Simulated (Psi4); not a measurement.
# C2H6Si (SMILES CC[SiH]): levels of theory compared

We compute a comparison of 4 runs (DSD-PBEP86/cc-pVDZ, wB97M-V/cc-pVDZ, wB97X-V/cc-pVDZ, OMP2/cc-pVDZ) of C2H6Si. 

The calculation is run with Psi4 1.11.

### 1 The structure to begin with

C2H6Si has 9 atoms, charge 0, and is taken as a singlet. As SMILES, `CC[SiH]`. The C2–Si3 distance was set to 2.458 Å, away from the relaxed value.

Bond lengths: C1–C2 1.523 Å, C1–H4 1.094 Å, C1–H5 1.093 Å, C1–H6 1.092 Å, C2–H7 1.095 Å, C2–H8 1.111 Å, Si3–H9 1.532 Å. Angles: C1–C2–H7 111.7°, C1–C2–H8 109.8°, C2–C1–H4 112.0°, C2–C1–H5 111.1°, C2–C1–H6 111.0°, H7–C2–H8 104.1°, H4–C1–H5 107.1°, H4–C1–H6 108.1°, H5–C1–H6 107.3°. A long bond or contact: C2–Si3 2.458 Å.

### 2 A single-point energy at DSD-PBEP86/cc-pVDZ (density fitting for correlation) (run 1)

c2h6si.json reads:

```json
{
  "schema_name": "qcschema_input",
  "schema_version": 1,
  "molecule": {
    "schema_name": "qcschema_molecule",
    "schema_version": 2,
    "symbols": ["C", "C", "Si", "H", "H", "H", "H", "H", "H"],
    "geometry": [-1.71792545, 0.82028287, -1.94631586, 0.20392602, -1.18169299, -1.18324445, 2.78753501, -0.67784476, 2.64315993, -2.88067394, 0.21084619, -3.54313444, -0.78137719, 2.57281488, -2.5090763, -2.97421538, 1.27513995, -0.37368578, 1.38991813, -1.75050055, -2.78081892, -0.79082582, -2.94650822, -0.63087751, 0.75796915, 0.77592155, 4.11072124],
    "molecular_charge": 0,
    "molecular_multiplicity": 1,
    "fix_symmetry": "c1",
    "fix_com": true,
    "fix_orientation": true
  },
  "driver": "energy",
  "model": {
    "method": "dsd-pbep86",
    "basis": "cc-pVDZ"
  },
  "keywords": {
    "puream": true,
    "e_convergence": 1e-09,
    "d_convergence": 1e-08,
    "scf_type": "pk",
    "dft_radial_points": 99,
    "dft_spherical_points": 590,
    "num_frozen_docc": 7
  }
}
```

Started as:

```
$ psi4 --qcschema c2h6si.json -n 1 --memory 2200MB
```

stdout:

```text
[...]
  Running in c1 symmetry.
[...]
  Nuclear repulsion =   85.783083985952402
[...]
  Multiplicity = 1
[...]
  Nalpha       = 16
  Nbeta        = 16
[...]
    Number of basis functions: 76
[...]
   @RKS iter   1:  -368.37283769679061   -8.67151e-01   6.32641e-03 DIIS/ADIIS
[...]
   @RKS iter  12:  -368.51944256291989   -1.29603e-11   7.08022e-09 DIIS
[...]
    Orbital Energies [Eh]
    ---------------------
    Doubly Occupied:
       1A    -67.895210     2A    -10.865358     3A    -10.848989
       4A     -5.872609     5A     -4.062575     6A     -4.058069
       7A     -4.056469     8A     -0.914219     9A     -0.741199
      10A     -0.586757    11A     -0.533514    12A     -0.505059
      13A     -0.456727    14A     -0.427663    15A     -0.354892
      16A     -0.278763
[...]
  @RKS Final Energy:  -368.51944256291989
   => Energetics <=
    Nuclear Repulsion Energy =             85.7830839859524019
    One-Electron Energy =                -676.8348081832353955
    Two-Electron Energy =                 232.1561810066349381
    DFT Exchange-Correlation Energy =      -9.6238993722718842
    Empirical Dispersion Energy =           0.0000000000000000
    VV10 Nonlocal Energy =                  0.0000000000000000
    Total Energy =                       -368.5194425629198918
[...]
 Multipole Moments:
 ------------------------------------------------------------------------------------
     Multipole            Electronic (a.u.)      Nuclear  (a.u.)        Total (a.u.)
 ------------------------------------------------------------------------------------
 L = 1.  Multiply by 2.5417464519 to convert [e a0] to [Debye]
 Dipole X            :        -24.7216400           24.6622885           -0.0593514
 Dipole Y            :         11.5628260          -11.5205736            0.0422524
 Dipole Z            :        -12.4049825           12.5000055            0.0950230
 Magnitude           :                                                    0.1197382
[...]
```

The result, in JSON:

```text
{
 "driver": "energy",
 "model": {
  "method": "dsd-pbep86",
  "basis": "cc-pVDZ"
 },
 "success": true,
 "return_result": -368.7250324719032,
 "properties": {
  "calcinfo_nbasis": 76,
  "calcinfo_nmo": 76,
  "calcinfo_nalpha": 16,
  "calcinfo_nbeta": 16,
  "calcinfo_natom": 9,
  "nuclear_repulsion_energy": 85.7830839859524,
  "return_energy": -368.7250324719032,
  "scf_one_electron_energy": -676.8348081832354,
  "scf_two_electron_energy": 232.15618100663494,
  "scf_xc_energy": -9.623899372271884,
  "scf_dipole_moment": [-0.05935144823560279, 0.0422524370329711, 0.09502298996520508],
  "scf_total_energy": -368.5194425629199,
  "scf_iterations": 12
 }
}
```

Run time: 20 s. Hardware: 1 thread of Intel Xeon Platinum 8259CL at 2.50GHz (Skylake/Cascade Lake), shared host; peak memory 1.4 GiB.

### 3 The energy at wB97M-V/cc-pVDZ (run 2)

calc.dat reads:

```
memory 2200 MB

molecule {
  0 1
  C     -0.909087     0.434075    -1.029946
  C      0.107913    -0.625325    -0.626146
  Si     1.475100    -0.358700     1.398700
  H     -1.524387     0.111575    -1.874946
  H     -0.413487     1.361475    -1.327746
  H     -1.573887     0.674775    -0.197746
  H      0.735513    -0.926325    -1.471546
  H     -0.418487    -1.559225    -0.333846
  H      0.401100     0.410600     2.175300
  units angstrom
  symmetry c1
  no_reorient
  no_com
}

set {
  basis                cc-pVDZ
  reference            rks
  puream               true
  e_convergence        1e-09
  d_convergence        1e-08
  scf_type             pk
  dft_radial_points    99
  dft_spherical_points 590
}

E, wfn = energy('wb97m-v', return_wfn=True)
```

Started as:

```
$ psi4 -n 1 calc.dat calc.out
```

calc.out:

```text
[...]
  Running in c1 symmetry.
[...]
  Nuclear repulsion =   85.783083978125489
[...]
  Multiplicity = 1
[...]
  Nalpha       = 16
  Nbeta        = 16
[...]
    Number of basis functions: 76
[...]
   @RKS iter   1:  -368.94280652864251   -8.26510e-01   7.23388e-03 DIIS/ADIIS
[...]
   @RKS iter  13:  -369.12559258638771   -5.57066e-12   5.43828e-09 DIIS
[...]
    Orbital Energies [Eh]
    ---------------------
    Doubly Occupied:
       1A    -66.461462     2A    -10.352776     3A    -10.340837
       4A     -5.478761     5A     -3.797693     6A     -3.790303
       7A     -3.787814     8A     -0.854354     9A     -0.703522
      10A     -0.585034    11A     -0.524758    12A     -0.499333
      13A     -0.454192    14A     -0.424445    15A     -0.366643
      16A     -0.297272
[...]
  @RKS Final Energy:  -369.12559258638771
   => Energetics <=
    Nuclear Repulsion Energy =             85.7830839781254895
    One-Electron Energy =                -676.9583578915421640
    Two-Electron Energy =                 246.6689221891167563
    DFT Exchange-Correlation Energy =     -24.7492588286287827
    Empirical Dispersion Energy =           0.0000000000000000
    VV10 Nonlocal Energy =                  0.1300179665410529
    Total Energy =                       -369.1255925863877110
[...]
 Multipole Moments:
 ------------------------------------------------------------------------------------
     Multipole            Electronic (a.u.)      Nuclear  (a.u.)        Total (a.u.)
 ------------------------------------------------------------------------------------
 L = 1.  Multiply by 2.5417464519 to convert [e a0] to [Debye]
 Dipole X            :        -24.6457513           24.6622884            0.0165371
 Dipole Y            :         11.5461937          -11.5205736            0.0256201
 Dipole Z            :        -12.3614286           12.5000054            0.1385768
 Magnitude           :                                                    0.1418922
[...]
```

Wall time 5.2 min (1 thread of Intel Xeon Platinum 8259CL at 2.50GHz (Skylake/Cascade Lake), shared host); peak memory 1.7 GiB.

Run 3 isn't shown in full; the table further down has it.

### 4 The energy at OMP2/cc-pVDZ (density fitting for correlation) (run 4)

job.inp reads:

```
memory 2200 mb

molecule system {
  0 1
  C
  C 1 1.523047
  Si 2 2.4577 1 120.95916
  H 1 1.093904 2 112.04433 3 -172.59995
  H 1 1.092875 4 107.14328 2 122.07413
  H 1 1.091995 5 107.25916 4 -115.90627
  H 2 1.095073 1 111.66655 6 176.02015
  H 2 1.111173 7 104.09712 1 118.34492
  H 3 1.532451 2 94.70986 7 164.89205
  symmetry c1
  no_reorient
  no_com
}

set puream true
set e_convergence 1e-09
set d_convergence 1e-08
set scf_type pk
set num_frozen_docc 7

energy('omp2/cc-pVDZ')
```

Started as:

```
$ psi4 -i job.inp -o job.out -n 1
```

job.out:

```text
[...]
  Running in c1 symmetry.
[...]
  Nuclear repulsion =   85.783080337855580
[...]
  Multiplicity = 1
[...]
  Nalpha       = 16
  Nbeta        = 16
[...]
    Number of basis functions: 76
[...]
   @RHF iter   1:  -367.95003132414877   -1.02155e+00   5.03401e-03 ADIIS/DIIS
[...]
   @RHF iter  13:  -368.05506618341201   -3.52429e-12   3.54864e-09 DIIS
[...]
    Orbital Energies [Eh]
    ---------------------
    Doubly Occupied:
       1A    -68.825618     2A    -11.233956     3A    -11.217784
       4A     -6.164943     5A     -4.268107     6A     -4.265675
       7A     -4.264451     8A     -0.999632     9A     -0.812755
      10A     -0.636357    11A     -0.585073    12A     -0.554255
      13A     -0.502234    14A     -0.473974    15A     -0.389155
      16A     -0.304588
[...]
  @RHF Final Energy:  -368.05506618341201
   => Energetics <=
    Nuclear Repulsion Energy =             85.7830803378555800
    One-Electron Energy =                -676.6791763890887523
    Two-Electron Energy =                 222.8410298678211063
    Total Energy =                       -368.0550661834120092
[...]
 Multipole Moments:
 ------------------------------------------------------------------------------------
     Multipole            Electronic (a.u.)      Nuclear  (a.u.)        Total (a.u.)
 ------------------------------------------------------------------------------------
 L = 1.  Multiply by 2.5417464519 to convert [e a0] to [Debye]
 Dipole X            :         -0.7734221            0.8462946            0.0728725
 Dipole Y            :         -4.2757513            4.1741784           -0.1015729
 Dipole Z            :          5.6006224           -5.6362959           -0.0356735
 Magnitude           :                                                    0.1300002
[...]
	Warning: cc_lambda option is changed to TRUE
	For this residual convergence, default PCG convergence is:     1.00e-07
[...]
	DF-MP2 Total Energy (a.u.)         :  -368.43420896714628
[...]
	DF-MP2 Total Energy (a.u.)         :  -368.43826735876831
[...]
	DF-OMP2 Total Energy (a.u.)        :  -368.43826735876814
[...]
```

It took 18 s on 1 thread of Intel Xeon Platinum 8259CL at 2.50GHz (Skylake/Cascade Lake), shared host; peak memory 0.35 GiB.

### 5 Overview of the runs

| run | level | fitting correlation | frozen core orbitals | energy (Eh) | HOMO energy (eV) | LUMO energy (eV) | HOMO–LUMO gap (eV) | wall time |
| --- | --- | --- | --- | --- | --- | --- | --- | --- |
| 1 | DSD-PBEP86/cc-pVDZ (density fitting for correlation) | density fitting | 7 | -368.725032 | -7.59 | -0.96 | 6.63 | 20 s |
| 2 | wB97M-V/cc-pVDZ | – | 0 | -369.125593 | -8.09 | -0.92 | 7.17 | 5.2 min |
| 3 | wB97X-V/cc-pVDZ | – | 0 | -369.129793 | -8.30 | -0.78 | 7.52 | 4.6 min |
| 4 | OMP2/cc-pVDZ (density fitting for correlation) | density fitting | 7 | -368.438267 | -8.29 | 0.37 | 8.66 | 18 s |

### 6 What came out

| quantity | value |
| --- | --- |
| run 4: total energy | -368.43827 Eh |
| run 4: HOMO energy (Hartree–Fock orbitals) | -8.29 eV |
| run 4: LUMO energy (Hartree–Fock orbitals) | 0.37 eV |
| run 4: HOMO–LUMO gap (Hartree–Fock orbitals) | 8.66 eV |
| run 4: correlation energy (7 core orbitals frozen) | -383.2 mEh |

What this shows: Over runs 1, 2, 3 the HOMO–LUMO gap runs from 6.63 eV (DSD-PBEP86/cc-pVDZ) to 7.52 eV (wB97X-V/cc-pVDZ). A double hybrid's value is that of its SCF part. Totals of different functionals can't be ranked against each other. All runs together took 10 min, the longest 5.2 min.
